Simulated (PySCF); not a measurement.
Heteronuclear NMR

Geometry:
```csv
atom,x (Å),y (Å),z (Å)
N1,-0.430,0.101,-0.490
O2,0.811,-0.186,0.163
H3,-0.717,1.016,-0.147
H4,-1.095,-0.582,-0.129
H5,1.440,-0.347,-0.553
```

Averaged over atoms made equivalent by symmetry, fast rotation or ring inversion, one computed conformer, no solvent, non-relativistic. Spin–spin couplings from B3LYP/pcJ-1; geometry from GFN2-xTB; shielding tensors at PBE0/pcSseg-1 (GIAO); PySCF 2.14.

Problem. Where does ¹⁵N resonate?

Solution. 
```
atoms                environment  σ (ppm)  δ (ppm)
   N1  nitrogen bonded to O or N    133.0   -270.6
```

Shieldings were converted by a linear fit to measured shifts: ¹⁵N: δ = -148.07 − 0.921σ (rms 6.3 ppm, 71 shifts vs CH3NO2, solution or neat liquid). A few per cent of atoms miss by over 2 rms, more outside the fitted compound classes.

Couplings (the largest are listed; each averaged over equivalent pairs): ¹J(N1,O2) = -3.2 Hz. Signs are for ¹⁵N, whose magnetogyric ratio is negative.

On a 600 MHz spectrometer ¹⁵N resonates near 60.8 MHz, so 1 ppm is 60.8 Hz.

Problem. Predict the ¹⁷O NMR data.

Solution. 
```csv
atoms,environment,σ (ppm),δ (ppm)
O2,N–OH oxygen,251.6,37.5
```

Shieldings were converted by a linear fit to measured shifts: ¹⁷O: δ = 266.70 − 0.911σ (rms 10.7 ppm, 155 shifts, 12.2 ppm with the 3 outliers that the fit left out vs liquid water, solution or neat liquid). A few per cent of atoms miss by over 2 rms, more outside the fitted compound classes.

Couplings (the largest are listed; each averaged over equivalent pairs; quadrupolar broadening usually hides them): ¹J(N1,O2) = -3.2 Hz.

On a 500 MHz spectrometer ¹⁷O resonates near 67.8 MHz, so 1 ppm is 67.8 Hz.
